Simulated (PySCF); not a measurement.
XPS shifts beside NMR shieldings

Species: C4H5N.
Z-matrix (Å and degrees, PBE0-D3(BJ)/def2-SVP geometry), rows numbered from 1:
```
C 
C   1  1.3386
C   2  1.4400  1  121.91
N   3  1.2585  2  141.27  1   179.87
C   3  1.4465  2  151.06  1    -0.06
H   1  1.0940  2  120.75  3     0.02
H   1  1.0925  2  121.51  3  -179.97
H   2  1.0950  1  121.74  3   179.98
H   5  1.0983  3  120.77  4   100.78
H   5  1.0982  3  120.81  4  -100.79
```

Binding energies: PySCF 2.14.0, delta-SCF UKS SCAN, pcX-2 on the ionised atom, pcseg-1 elsewhere, spin-free X2C. Shieldings: GIAO HF/pcSseg-2, non-relativistic, same geometry.

| atom | isotropic shielding (ppm) |
| --- | --- |
| C1 | 47.1 |
| C2 | 59.6 |
| C3 | 8.4 |
| C5 | 174.0 |

Problem. What are the C 1s binding energies of these atoms?

Solution. 
```
atom                   environment  C 1s (eV)  isotropic shielding (ppm)
  C1          terminal =CH2 carbon     290.95                       47.1
  C5  sp3 carbon bound to nitrogen     291.42                      174.0
  C2              alkene CH carbon     291.51                       59.6
  C3                    C=N carbon     292.08                        8.4
```

Problem. Among the listed atoms, is the one with the highest binding energy also the least shielded?

Solution. Yes: C3 has both (292.08 eV, 8.4 ppm).

By binding energy: C1 < C5 < C2 < C3. By shielding: C3 < C1 < C2 < C5.

The unrestricted hole states depart most from a pure doublet (⟨S²⟩ = 0.75; over 0.85 named) for C 1s of C1 (0.87), C 1s of C2 (0.90) and C 1s of C3 (0.96), which makes these values less certain. One conformer (not necessarily the lowest) at the PBE0-D3(BJ)/def2-SVP geometry, without solvent, vibrations or thermal averaging.
